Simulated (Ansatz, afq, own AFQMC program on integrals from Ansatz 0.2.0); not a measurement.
## BSiH$_{3}$, singlet in cc-pVDZ, levels against CCSDT(Q)

```xyz
5

Si    0.0095    0.0000    0.5963
B     0.0829    0.0000   -1.2203
H    -0.6555   -0.9412   -0.6722
H    -0.6555    0.9412   -0.6722
H     0.1560    0.0000   -2.1806
```

Connectivity, by distances: Si–BH, 2 bridging H.

Basis cc-pVDZ. Only valence electrons are correlated. Integrals, coupled cluster, full CI and functionals: Ansatz 0.2.0; the random walks run on the same integrals in our own AFQMC program. ph-AFQMC/CISD is guided by a CISD state made of CCSD amplitudes; releasing the constraint for a short imaginary time cuts its bias at the price of noise, slowly where states lie close. Uncertainties: one standard error, sampling alone.

Determinant: RHF, the one that the program's search chose, which needn't be the lowest solution. The geometry is a point of a scan.

No full CI on the walks' own integrals is used here; CCSDT(Q) serves as the reference and is uncertain by about the last step of the cluster series.

```
T1 diagnostic                               : 0.0138
weight of the determinant in the CISD state : 0.872
size of the correlated space                : 10 electrons in 41 orbitals
```

Reference: CCSDT(Q), correlation energy -6.310 eV. The released energy is read at 2.40 1/Eh (meV from the phaseless value at times in 1/Eh: -2 ± 17 at 0.24, 1 ± 13 at 0.51, -24 ± 15 at 0.99, -28 ± 13 at 1.62, -21 ± 15 at 2.40).

| level | E − E(reference) (kJ/mol) | share of correlation (%) |
| --- | --- | --- |
| HF | 608.8 | 0.00 |
| MP2 | 114.4 | 81.21 |
| CCSD | 25.7 | 95.78 |
| CCSD(T) | 4.1 | 99.33 |
| CCSDT | 1.3 | 99.78 |
| ph-AFQMC/HF | 5.6 ± 4.4 | 99.09 |
| ph-AFQMC/CISD | 1.7 ± 0.8 | 99.72 |
| released AFQMC | -0.3 ± 1.4 | 100.05 |

A walk keeps the symmetry of its determinant, which the program's search chose and which needn't be the lowest solution, so a lower state of the same spin and another symmetry isn't excluded. Released energies are given only where the last usable release times agree within the noise; a slower fall can still hide under it.
